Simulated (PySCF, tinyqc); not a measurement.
Inside a calculation (part 1 of 2). Method: RHF in the sto-6g basis, for H2O, spin multiplicity 1. The lowest restricted solution is unstable here: a spin-polarised one lies 0.0012 hartree lower (PySCF). Computed by tinyqc, a small Python program that keeps every step (integrals from PySCF). Settings: charge = 0, multiplicity = 1, basis = sto-6g, energy threshold = 1e-09, iteration cap = 70, orthogonalisation = symmetric, start = core, DIIS depth = 6, method = RHF. Command: `OMP_NUM_THREADS=1 python tinyqc.py 31747 31748 out.jsonl` (the two numbers bound the seeds that draw the settings). One thread of a shared host (Intel(R) Xeon(R) Processor @ 2.60GHz), about 0.1 s of CPU time with the checks. Later iterations appear only in the table of the cycle.

## One-electron integrals

Geometry (angstrom):
```
atom        x         y        z
O     0.00000   0.00000  0.00000
H     0.00000   1.01600  0.68700
H     0.00000  -1.07700  0.72800
```

Basis sto-6g: exponents (1/bohr^2) and contraction coefficients of normalised primitives:
```
element  l (shell)    exponent  coefficient
O            s (1)  1355.58423      0.00916
O            s (1)   248.54489      0.04936
O            s (1)    69.53390      0.16854
O            s (1)    23.88677      0.37056
O            s (1)     9.27593      0.41649
O            s (1)     3.82034      0.13033
O            s (2)    52.18776     -0.01325
O            s (2)    10.32932     -0.04699
O            s (2)     3.21034     -0.03379
O            s (2)     1.23514      0.25024
O            s (2)     0.53642      0.59512
O            s (2)     0.24588      0.24071
O            p (3)    52.18776      0.00376
O            p (3)    10.32932      0.03768
O            p (3)     3.21034      0.17390
O            p (3)     1.23514      0.41804
O            p (3)     0.53642      0.42586
O            p (3)     0.24588      0.10171
H            s (1)    35.52322      0.00916
H            s (1)     6.51314      0.04936
H            s (1)     1.82214      0.16854
H            s (1)     0.62596      0.37056
H            s (1)     0.24308      0.41649
H            s (1)     0.10011      0.13033
```

Overlap, kinetic and nuclear-attraction integrals over the contracted functions; the nuclear repulsion is the sum of Za Zb / Rab.

nuclear repulsion = 6.9610557 hartree

overlap S, lower triangle:
```
          1O 1s    1O 2s   1O 2px    1O 2py   1O 2pz    2H 1s    3H 1s
1O 1s   1.00000
1O 2s   0.23114  1.00000
1O 2px  0.00000  0.00000  1.00000
1O 2py  0.00000  0.00000  0.00000   1.00000
1O 2pz  0.00000  0.00000  0.00000   0.00000  1.00000
2H 1s   0.02979  0.31946  0.00000   0.24183  0.16352  1.00000
3H 1s   0.02512  0.28369  0.00000  -0.21933  0.14825  0.10313  1.00000
```

kinetic energy T (hartree), lower triangle:
```
           1O 1s    1O 2s   1O 2px    1O 2py   1O 2pz     2H 1s    3H 1s
1O 1s   29.32720
1O 2s   -0.89602  0.84262
1O 2px   0.00000  0.00000  2.53131
1O 2py   0.00000  0.00000  0.00000   2.53131
1O 2pz   0.00000  0.00000  0.00000   0.00000  2.53131
2H 1s   -0.00654  0.03391  0.00000   0.10038  0.06787   0.76852
3H 1s   -0.00636  0.01887  0.00000  -0.07615  0.05147  -0.01209  0.76852
```

nuclear attraction V (hartree), lower triangle:
```
            1O 1s     1O 2s    1O 2px    1O 2py    1O 2pz     2H 1s     3H 1s
1O 1s   -62.09685
1O 2s    -6.34510  -9.83720
1O 2px    0.00000   0.00000  -9.79479
1O 2py   -0.00091  -0.01021   0.00000  -9.88128
1O 2pz   -0.01059  -0.12476   0.00000  -0.00465  -9.83432
2H 1s    -0.93279  -2.33225   0.00000  -1.55563  -1.07730  -4.90131
3H 1s    -0.78588  -2.02941   0.00000   1.37373  -0.95271  -0.55818  -4.71902
```

core Hamiltonian H = T + V (hartree), lower triangle:
```
            1O 1s     1O 2s    1O 2px    1O 2py    1O 2pz     2H 1s     3H 1s
1O 1s   -32.76965
1O 2s    -7.24113  -8.99458
1O 2px    0.00000   0.00000  -7.26348
1O 2py   -0.00091  -0.01021   0.00000  -7.34997
1O 2pz   -0.01059  -0.12476   0.00000  -0.00465  -7.30302
2H 1s    -0.93933  -2.29834   0.00000  -1.45525  -1.00943  -4.13279
3H 1s    -0.79224  -2.01053   0.00000   1.29758  -0.90124  -0.57027  -3.95050
```

## Two-electron integrals

Functions are numbered as in S; the eight-fold symmetry (ij|kl) = (ji|kl) = (kl|ij) leaves the list below.

Two-electron integrals (ij|kl) in chemists' order, unique and non-zero (hartree):
```
(11|11) 4.78749     (21|11) 0.67588     (21|21) 0.12150     (22|11) 1.11738
(22|21) 0.24921     (22|22) 0.81738     (31|31) 0.02576     (32|31) 0.03914
(32|32) 0.18066     (33|11) 1.11738     (33|21) 0.24921     (33|22) 0.81738
(33|33) 0.88066     (41|41) 0.02576     (42|41) 0.03914     (42|42) 0.18066
(43|43) 0.04746     (44|11) 1.11738     (44|21) 0.24921     (44|22) 0.81738
(44|33) 0.78574     (44|44) 0.88066     (51|51) 0.02576     (52|51) 0.03914
(52|52) 0.18066     (53|53) 0.04746     (54|54) 0.04746     (55|11) 1.11738
(55|21) 0.24921     (55|22) 0.81738     (55|33) 0.78574     (55|44) 0.78574
(55|55) 0.88066     (61|11) 0.09256     (61|21) 0.01597     (61|22) 0.03208
(61|33) 0.03202     (61|41) 0.00065     (61|42) 0.00128     (61|44) 0.03215
(61|51) 0.00044     (61|52) 0.00086     (61|54) 0.00009     (61|55) 0.03208
(61|61) 0.00214     (62|11) 0.24862     (62|21) 0.05634     (62|22) 0.20765
(62|33) 0.20407     (62|41) 0.00376     (62|42) 0.02891     (62|44) 0.21144
(62|51) 0.00254     (62|52) 0.01955     (62|54) 0.00499     (62|55) 0.20744
(62|61) 0.00746     (62|62) 0.06875     (63|31) 0.00594     (63|32) 0.03447
(63|43) 0.00583     (63|53) 0.00394     (63|63) 0.00916     (64|11) 0.15819
(64|21) 0.03632     (64|22) 0.14266     (64|33) 0.13647     (64|41) 0.00799
(64|42) 0.05270     (64|44) 0.15286     (64|51) 0.00139     (64|52) 0.01233
(64|54) 0.00714     (64|55) 0.13864     (64|61) 0.00500     (64|62) 0.05738
(64|64) 0.05641     (65|11) 0.10696     (65|21) 0.02456     (65|22) 0.09646
(65|33) 0.09228     (65|41) 0.00139     (65|42) 0.01233     (65|44) 0.09548
(65|51) 0.00688     (65|52) 0.04281     (65|54) 0.00799     (65|55) 0.10162
(65|61) 0.00338     (65|62) 0.03880     (65|64) 0.03195     (65|65) 0.03076
(66|11) 0.42592     (66|21) 0.09829     (66|22) 0.41631     (66|33) 0.40102
(66|41) 0.00759     (66|42) 0.08209     (66|44) 0.43249     (66|51) 0.00513
(66|52) 0.05550     (66|54) 0.02127     (66|55) 0.41541     (66|61) 0.01310
(66|62) 0.18419     (66|64) 0.17484     (66|65) 0.11822     (66|66) 0.77500
(71|11) 0.07801     (71|21) 0.01346     (71|22) 0.02706     (71|33) 0.02700
(71|41) -0.00055    (71|42) -0.00108    (71|44) 0.02712     (71|51) 0.00037
(71|52) 0.00073     (71|54) -0.00008    (71|55) 0.02705     (71|61) 0.00177
(71|62) 0.00606     (71|64) 0.00374     (71|65) 0.00275     (71|66) 0.01055
(71|71) 0.00152     (72|11) 0.21632     (72|21) 0.04905     (72|22) 0.18160
(72|33) 0.17845     (72|41) -0.00327    (72|42) -0.02548    (72|44) 0.18494
(72|51) 0.00221     (72|52) 0.01722     (72|54) -0.00439    (72|55) 0.18141
(72|61) 0.00625     (72|62) 0.04623     (72|64) 0.02719     (72|65) 0.02540
(72|66) 0.09785     (72|71) 0.00548     (72|72) 0.05342     (73|31) 0.00508
(73|32) 0.02978     (73|43) -0.00510    (73|53) 0.00344     (73|63) 0.00581
(73|73) 0.00698     (74|11) -0.14016    (74|21) -0.03220    (74|22) -0.12697
(74|33) -0.12155    (74|41) 0.00688     (74|42) 0.04599     (74|44) -0.13590
(74|51) -0.00122    (74|52) -0.01095    (74|54) 0.00626     (74|55) -0.12345
(74|61) -0.00394    (74|62) -0.02787    (74|64) -0.01117    (74|65) -0.01502
(74|66) -0.05567    (74|71) -0.00374    (74|72) -0.04536    (74|74) 0.04495
(75|11) 0.09474     (75|21) 0.02176     (75|22) 0.08582     (75|33) 0.08216
(75|41) -0.00122    (75|42) -0.01095    (75|44) 0.08498     (75|51) 0.00591
(75|52) 0.03719     (75|54) -0.00700    (75|55) 0.09034     (75|61) 0.00289
(75|62) 0.02571     (75|64) 0.01488     (75|65) 0.01968     (75|66) 0.05878
(75|71) 0.00252     (75|72) 0.03066     (75|74) -0.02566    (75|75) 0.02433
(76|11) 0.05605     (76|21) 0.01284     (76|22) 0.05147     (76|33) 0.05037
(76|41) -1.51e-05   (76|42) -0.00018    (76|44) 0.05142     (76|51) 0.00091
(76|52) 0.00838     (76|54) -3.90e-05   (76|55) 0.05262     (76|61) 0.00168
(76|62) 0.01669     (76|64) 0.01216     (76|65) 0.01063     (76|66) 0.04677
(76|71) 0.00141     (76|72) 0.01491     (76|74) -0.01118    (76|75) 0.00964
(76|76) 0.00530     (77|11) 0.40319     (77|21) 0.09309     (77|22) 0.39614
(77|33) 0.38223     (77|41) -0.00689    (77|42) -0.07594    (77|44) 0.41087
(77|51) 0.00466     (77|52) 0.05133     (77|54) -0.01936    (77|55) 0.39531
(77|61) 0.01185     (77|62) 0.10667     (77|64) 0.05961     (77|65) 0.06308
(77|66) 0.25215     (77|71) 0.01045     (77|72) 0.15844     (77|74) -0.15277
(77|75) 0.10326     (77|76) 0.04677     (77|77) 0.77500
```

## Orthogonalisation

S = U s U^T; symmetric (Loewdin) form X = U s^(-1/2) U^T, so that X^T S X = 1.

eigenvalues of S: 0.52544  0.62287  0.89679  1.00000  1.09156  1.27723  1.58611

X, lower triangle:
```
           1O 1s     1O 2s   1O 2px    1O 2py    1O 2pz     2H 1s    3H 1s
1O 1s    1.02188
1O 2s   -0.12795   1.09946
1O 2px   0.00000   0.00000  1.00000
1O 2py  -0.00067   0.00760  0.00000   1.04803
1O 2pz  -0.00420   0.03968  0.00000   0.00352   1.02004
2H 1s    0.01530  -0.17864  0.00000  -0.14333  -0.08968   1.08371
3H 1s    0.01371  -0.15259  0.00000   0.12763  -0.07830  -0.03429  1.06549
```

## Starting guess

The start is the orbitals of the core Hamiltonian; D = 2 C_occ C_occ^T.

D at the start, lower triangle:
```
           1O 1s     1O 2s   1O 2px    1O 2py    1O 2pz    2H 1s    3H 1s
1O 1s    2.11992
1O 2s   -0.53100   2.34551
1O 2px   0.00000   0.00000  2.00000
1O 2py  -0.00385   0.02397  0.00000   2.16807
1O 2pz  -0.02258   0.12905  0.00000   0.01202   2.07013
2H 1s    0.05719  -0.24199  0.00000  -0.24188  -0.15094  0.06044
3H 1s    0.04972  -0.20914  0.00000   0.21502  -0.13279  0.00569  0.04766
```

## Iteration 1: building the Fock matrix

J_ij = sum D_kl (ij|kl), K_ij = sum D_kl (ik|jl); F = H + J - 0.5 K; E = tr D H + tr D J / 2 - 0.25 tr D K + E_nn.

Coulomb J (hartree), lower triangle:
```
           1O 1s     1O 2s   1O 2px    1O 2py   1O 2pz    2H 1s    3H 1s
1O 1s   18.68144
1O 2s    3.36424   8.81926
1O 2px   0.00000   0.00000  8.82072
1O 2py   0.00038  -0.00013  0.00000   8.81788
1O 2pz   0.00258   0.00079  0.00000  -0.00038  8.81918
2H 1s    0.44460   2.16361  0.00000   1.45814  0.98548  4.16517
3H 1s    0.37482   1.89059  0.00000  -1.29757  0.87650  0.52384  3.96380
```

exchange K (hartree), lower triangle:
```
          1O 1s    1O 2s   1O 2px    1O 2py   1O 2pz    2H 1s    3H 1s
1O 1s   9.88142
1O 2s   1.59066  2.84378
1O 2px  0.00000  0.00000  2.36515
1O 2py  0.00013  0.00019  0.00000   2.36537
1O 2pz  0.00088  0.00522  0.00000  -0.00064  2.36450
2H 1s   0.22751  0.59944  0.00000   0.30252  0.20439  0.21081
3H 1s   0.19235  0.52155  0.00000  -0.26914  0.18118  0.09577  0.16440
```

Fock matrix F (hartree), lower triangle:
```
            1O 1s     1O 2s   1O 2px    1O 2py    1O 2pz     2H 1s     3H 1s
1O 1s   -19.02893
1O 2s    -4.67222  -1.59721
1O 2px    0.00000   0.00000  0.37466
1O 2py   -0.00060  -0.01044  0.00000   0.28522
1O 2pz   -0.00846  -0.12658  0.00000  -0.00472   0.33391
2H 1s    -0.60848  -0.43445  0.00000  -0.14838  -0.12615  -0.07302
3H 1s    -0.51360  -0.38072  0.00000   0.13459  -0.11533  -0.09432  -0.06890
```

total energy of this density = -74.0486347 hartree

## Iteration 1: diagonalisation and new density

Diagonalise F' = X^T F X, C = X C', fill 5 alpha and 5 beta electrons from the bottom; D = 2 C_occ C_occ^T. Each column has its largest component positive (the first on a tie).

F' = X^T F X (hartree), lower triangle:
```
           1         2        3         4         5         6        7
1  -18.70559
2   -2.44886  -0.69356
3    0.00000   0.00000  0.37466
4   -0.00160   0.00222  0.00000   0.39463
5   -0.01151  -0.05696  0.00000   0.00274   0.37977
6   -0.06966  -0.24572  0.00000  -0.22578  -0.15024   0.11028
7   -0.04960  -0.20910  0.00000   0.20183  -0.13185  -0.03388  0.07284
```

orbital energies (hartree): MO1 -19.03346, MO2 -0.55050, MO3 -0.07126, MO4 0.13595, MO5 0.37466, MO6 0.48137, MO7 0.59628

coefficients C:
```
             MO1       MO2       MO3       MO4      MO5       MO6       MO7
1O 1s    0.99603  -0.21962   0.00100  -0.13724  0.00000  -0.04068  -0.01565
1O 2s    0.01729   0.84421  -0.00232   0.69764  0.00000   0.26747   0.10376
1O 2px   0.00000   0.00000   0.00000   0.00000  1.00000   0.00000   0.00000
1O 2py   0.00019   0.01182  -0.40798  -0.05315  0.00000  -0.19137   0.96397
1O 2pz   0.00137   0.13468   0.00336  -0.38315  0.00000   0.92797   0.17370
2H 1s   -0.00297   0.21046  -0.54136  -0.58348  0.00000  -0.35507  -0.65760
3H 1s   -0.00258   0.19120   0.62572  -0.56221  0.00000  -0.51803   0.41207
```

D after iteration 1, lower triangle:
```
           1O 1s     1O 2s   1O 2px    1O 2py   1O 2pz    2H 1s    3H 1s
1O 1s    2.11830
1O 2s   -0.52785   2.39940
1O 2px   0.00000   0.00000  2.00000
1O 2py   0.00895  -0.05230  0.00000   0.33882
1O 2pz   0.04874  -0.30718  0.00000   0.04117  0.32990
2H 1s    0.06070  -0.45635  0.00000   0.50872  0.50016  1.35565
3H 1s    0.06645  -0.46461  0.00000  -0.44628  0.48651  0.05909  1.48834
```

## Iteration 2: building the Fock matrix

As before.

Coulomb J (hartree), lower triangle:
```
           1O 1s     1O 2s   1O 2px    1O 2py   1O 2pz    2H 1s    3H 1s
1O 1s   16.35388
1O 2s    2.85796   7.49418
1O 2px   0.00000   0.00000  7.54534
1O 2py  -0.00180  -0.00841  0.00000   7.49576
1O 2pz   0.00331   0.11313  0.00000   0.00631  7.44144
2H 1s    0.37938   1.95283  0.00000   1.36173  0.94931  4.42111
3H 1s    0.31992   1.71672  0.00000  -1.22402  0.84949  0.50646  4.33517
```

exchange K (hartree), lower triangle:
```
          1O 1s     1O 2s   1O 2px    1O 2py   1O 2pz    2H 1s    3H 1s
1O 1s   9.78997
1O 2s   1.46245   2.35941
1O 2px  0.00000   0.00000  2.22332
1O 2py  0.00031  -0.01425  0.00000   1.19886
1O 2pz  0.00346  -0.04169  0.00000   0.05970  1.06044
2H 1s   0.20897   0.68636  0.00000   0.53743  0.41943  1.36028
3H 1s   0.17650   0.60437  0.00000  -0.48382  0.38160  0.17457  1.38881
```

Fock matrix F (hartree), lower triangle:
```
            1O 1s     1O 2s    1O 2px    1O 2py    1O 2pz     2H 1s     3H 1s
1O 1s   -21.31076
1O 2s    -5.11439  -2.68010
1O 2px    0.00000   0.00000  -0.82981
1O 2py   -0.00286  -0.01149   0.00000  -0.45364
1O 2pz   -0.00901   0.00922   0.00000  -0.02819  -0.39179
2H 1s    -0.66443  -0.68869   0.00000  -0.36224  -0.26983  -0.39182
3H 1s    -0.56056  -0.59600   0.00000   0.31547  -0.24255  -0.15110  -0.30974
```

total energy of this density = -75.1866065 hartree

## Iteration 2: DIIS over 2 matrices

error matrix X^T (FDS - SDF) X:
```
          1         2        3         4         5         6         7
1   0.00000  -0.00473  0.00000  -0.00305  -0.00943   0.01271   0.00689
2   0.00473   0.00000  0.00000   0.01102  -0.21165   0.02035   0.04455
3   0.00000   0.00000  0.00000   0.00000   0.00000   0.00000   0.00000
4   0.00305  -0.01102  0.00000   0.00000   0.00497  -0.41989   0.41347
5   0.00943   0.21165  0.00000  -0.00497   0.00000  -0.36003  -0.38482
6  -0.01271  -0.02035  0.00000   0.41989   0.36003   0.00000  -0.00205
7  -0.00689  -0.04455  0.00000  -0.41347   0.38482   0.00205   0.00000
```

B (overlaps of the stored error matrices):
```
                1               2
1   1.6941141e+00  -1.1219884e+00
2  -1.1219884e+00   1.3452912e+00
```

Minimise |sum c_i e_i|^2 with sum c_i = 1: solve [B -1; -1 0][c; lambda] = [0; -1] with B_ij = tr e_i^T e_j, and take F = sum c_i F_i.

DIIS coefficients: 0.46699  0.53301

extrapolated F (hartree), lower triangle:
```
            1O 1s     1O 2s    1O 2px    1O 2py    1O 2pz     2H 1s     3H 1s
1O 1s   -20.24517
1O 2s    -4.90790  -2.17440
1O 2px    0.00000   0.00000  -0.26734
1O 2py   -0.00180  -0.01100   0.00000  -0.10860
1O 2pz   -0.00875  -0.05420   0.00000  -0.01723  -0.05290
2H 1s    -0.63830  -0.56996   0.00000  -0.26237  -0.20273  -0.24295
3H 1s    -0.53863  -0.49546   0.00000   0.23100  -0.18314  -0.12458  -0.19727
```

## Iteration 2: diagonalisation and new density

As before.

F' = X^T F X (hartree), lower triangle:
```
           1         2         3         4         5         6         7
1  -19.92414
2   -2.47715  -1.25788
3    0.00000   0.00000  -0.26734
4   -0.00284   0.00371   0.00000   0.01759
5   -0.02101   0.02925   0.00000  -0.00832   0.00615
6   -0.07324  -0.27554   0.00000  -0.28140  -0.19724  -0.01290
7   -0.05273  -0.23421   0.00000   0.25076  -0.17695  -0.04314  -0.01704
```

orbital energies (hartree): MO1 -20.24821, MO2 -1.05865, MO3 -0.35485, MO4 -0.26734, MO5 -0.22349, MO6 0.29371, MO7 0.40328

coefficients C:
```
             MO1       MO2       MO3      MO4       MO5       MO6       MO7
1O 1s    0.99682  -0.23882   0.01525  0.00000   0.07274  -0.06732  -0.01735
1O 2s    0.01392   0.96094  -0.08338  0.00000  -0.40367   0.41858   0.11532
1O 2px   0.00000   0.00000   0.00000  1.00000   0.00000   0.00000   0.00000
1O 2py   0.00022   0.01243   0.60823  0.00000  -0.06357  -0.15122   0.85923
1O 2pz   0.00112   0.05490   0.08319  0.00000   0.66598   0.76434   0.13626
2H 1s   -0.00238   0.09897   0.49534  0.00000   0.36703  -0.49603  -0.77486
3H 1s   -0.00204   0.07918  -0.40335  0.00000   0.49965  -0.70598   0.51508
```

D after iteration 2, lower triangle:
```
           1O 1s     1O 2s   1O 2px    1O 2py   1O 2pz     2H 1s    3H 1s
1O 1s    2.11244
1O 2s   -0.49250   2.18700
1O 2px   0.00000   0.00000  2.00000
1O 2py   0.00380  -0.02621  0.00000   0.74827
1O 2pz   0.07544  -0.44601  0.00000   0.01790  0.90694
2H 1s    0.01650  -0.18879  0.00000   0.55836  0.58216   0.77976
3H 1s    0.01851  -0.18400  0.00000  -0.55221  0.60709  -0.01714  0.83722
```

## Iteration 9 (converged): orbitals

converged F (hartree), lower triangle:
```
            1O 1s     1O 2s    1O 2px    1O 2py    1O 2pz     2H 1s     3H 1s
1O 1s   -20.53549
1O 2s    -4.96485  -2.28200
1O 2px    0.00000   0.00000  -0.39145
1O 2py   -0.00117  -0.00899   0.00000  -0.17605
1O 2pz   -0.02084  -0.03312   0.00000  -0.01156  -0.22113
2H 1s    -0.64633  -0.63742   0.00000  -0.33556  -0.26943  -0.32060
3H 1s    -0.54567  -0.56175   0.00000   0.31112  -0.25356  -0.13047  -0.27605
```

As before.

F' = X^T F X (hartree), lower triangle:
```
           1         2         3         4         5         6         7
1  -20.21401
2   -2.49179  -1.32967
3    0.00000   0.00000  -0.39145
4   -0.00252   0.00705   0.00000  -0.01565
5   -0.03828   0.07775   0.00000  -0.00197  -0.14406
6   -0.06853  -0.32885   0.00000  -0.35047  -0.25563  -0.04762
7   -0.04787  -0.28693   0.00000   0.32467  -0.23797  -0.03453  -0.05577
```

orbital energies (hartree): MO1 -20.53826, MO2 -1.17328, MO3 -0.49439, MO4 -0.40171, MO5 -0.39145, MO6 0.33533, MO7 0.46553

coefficients C:
```
             MO1       MO2       MO3       MO4      MO5       MO6       MO7
1O 1s    0.99700  -0.23421   0.01286   0.06992  0.00000   0.08227  -0.01911
1O 2s    0.01317   0.93742  -0.07077  -0.37930  0.00000  -0.48904   0.12268
1O 2px   0.00000   0.00000   0.00000   0.00000  1.00000   0.00000   0.00000
1O 2py   0.00018   0.00942   0.60196  -0.05984  0.00000   0.14785   0.86452
1O 2pz   0.00165   0.04707   0.07636   0.74160  0.00000  -0.69408   0.12843
2H 1s   -0.00226   0.12684   0.48904   0.31474  0.00000   0.53482  -0.77200
3H 1s   -0.00193   0.10936  -0.42296   0.42053  0.00000   0.74381   0.51125
```

D after iteration 9, lower triangle:
```
           1O 1s     1O 2s   1O 2px    1O 2py   1O 2pz     2H 1s    3H 1s
1O 1s    2.10784
1O 2s   -0.46770   2.05559
1O 2px   0.00000   0.00000  2.00000
1O 2py   0.00306  -0.02215  0.00000   0.73204
1O 2pz   0.08691  -0.48509  0.00000   0.00406  1.11603
2H 1s   -0.00733  -0.07024  0.00000   0.55349  0.55343   0.70863
3H 1s   -0.00715  -0.05416  0.00000  -0.55747  0.56943  -0.12123  0.73541
```
